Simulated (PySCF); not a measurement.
**XPS shifts beside NMR shieldings**

C4H9P.
Geometry (GFN2-xTB, Å), atoms numbered from 1 in this order:
```
atom  x, y, z in Å
C1     2.7631   -0.0465   -0.2052
C2     1.6496   -0.7476   -0.0667
P3     0.2050   -0.2395    0.9094
C4    -1.0333   -0.2203   -0.4908
C5    -2.3304    0.4543   -0.0675
H6     2.8736    0.9328    0.2326
H7     3.6106   -0.4211   -0.7572
H8     1.5666   -1.7415   -0.4932
H9     0.4824    1.1340    0.8703
H10   -0.5963    0.2848   -1.3563
H11   -1.2257   -1.2617   -0.7664
H12   -2.1538    1.4966    0.1916
H13   -2.7525   -0.0449    0.8025
H14   -3.0596    0.4200   -0.8750
```

Binding energies: PySCF 2.14.0, delta-SCF UKS SCAN, pcX-2 on the ionised atom, pcseg-1 elsewhere, spin-free X2C. Shieldings: GIAO PBE0/pcSseg-1, non-relativistic, same geometry.

```csv
atom,isotropic shielding (ppm)
C1,58.7
C2,40.4
C4,163.3
C5,172.7
```

Question: What are the C 1s binding energies of these atoms?

Answer: 
```csv
atom,environment,C 1s (eV),isotropic shielding (ppm)
C1,terminal =CH2 carbon,289.95,58.7
C2,alkene CH carbon,290.29,40.4
C4,sp3 carbon bound to phosphorus,290.37,163.3
C5,methyl carbon,290.60,172.7
```

Question: Among the listed atoms, is the one with the highest binding energy also the least shielded?

Answer: No. The highest binding energy is at C5 (290.60 eV, shielding 172.7 ppm), the lowest shielding at C2 (40.4 ppm, 290.29 eV).

By binding energy: C1 < C2 < C4 < C5. By shielding: C2 < C1 < C4 < C5.

The structure is a single GFN2-xTB conformer in the gas phase; no vibrational or solvent corrections.
